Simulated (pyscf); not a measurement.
SnH₂ [singlet] + H₂S → S=SnH₂ + H₂, a concerted two-bond exchange (singlet surface; H–S, H–S broken, S–Sn, H–H formed). PySCF, gas phase, ωB97X-D3(BJ)/def2-SVP geometries. Energies in kcal/mol from the separated reactants.

Small-basis levels: PySCF, no dispersion term, spherical d functions. AM1 to PM7: differences of heats of formation from MOPAC, which are fitted to 298 K values and so differ in kind from electronic energies by zero-point and thermal terms. GFN2-xTB: tblite. 

| level | barrier | reaction energy |
|---|---|---|
| HF/6-31G*+LANL2DZ | 69.1 | +9.1 |
| MP2/6-31G*+LANL2DZ | 53.4 | -8.0 |
| SVWN5/6-31G*+LANL2DZ | 25.4 | -6.0 |
| B3LYP/6-31G*+LANL2DZ | 42.9 | -3.2 |
| M06-2X/6-31G*+LANL2DZ | 44.6 | -5.0 |
| B3LYP/6-311+G**+LANL2DZ | 40.4 | -1.5 |
| B3LYP/def2-SVP | 40.9 | +3.8 |
| GFN2-xTB | (withheld) | +18.8 |
| AM1 | 22.9 | +25.8 |
| PM3 | 5.2 | +0.8 |
| PM6 | 2.4 | -34.4 |
| PM7 | (withheld) | -34.3 |
| ωB97M-D3(BJ)/def2-TZVP | (withheld) | +1.9 |

Problem. Complete the blanks.

Solution. 
- GFN2-xTB, barrier: 43.5
- PM7, barrier: 8.9
- ωB97M-D3(BJ)/def2-TZVP, barrier: 45.7

Against the last row the barrier runs from -43.3 (PM6) to +23.4 kcal/mol (HF/6-31G*+LANL2DZ). At AM1 this geometry lies under one side, so the entry may be no barrier of that level: it is a single point on another level's saddle. ωB97M-D3(BJ)/def2-TZVP has limits of its own. On the reactant side the descent ends in an adduct with a S–Sn contact, 15.5 kcal/mol under the separated species and 57.8 kcal/mol under the saddle at ωB97X-D3(BJ)/def2-TZVP. What is counted as formed (S–Sn) is already present as a longer contact in the reactant adduct; forming that adduct is a step of its own. At ωB97X-D3(BJ)/def2-TZVP the barrier from the zero used here is 42.3 kcal/mol. The same reactants have a lower exit, to HS–SnH: [singlet] + H₂ (barrier +1.9 kcal/mol at ωB97M-D3(BJ)/def2-TZVP, against +45.7 kcal/mol here). S=SnH₂ lies 23.9 kcal/mol over its isomer HS–SnH: [singlet] (electronic energy, ωB97M-D3(BJ)/def2-TZVP). One saddle was located; it need not be the lowest between these sides. In the def2 sets elements past Kr carry core potentials, without spin-orbit coupling.
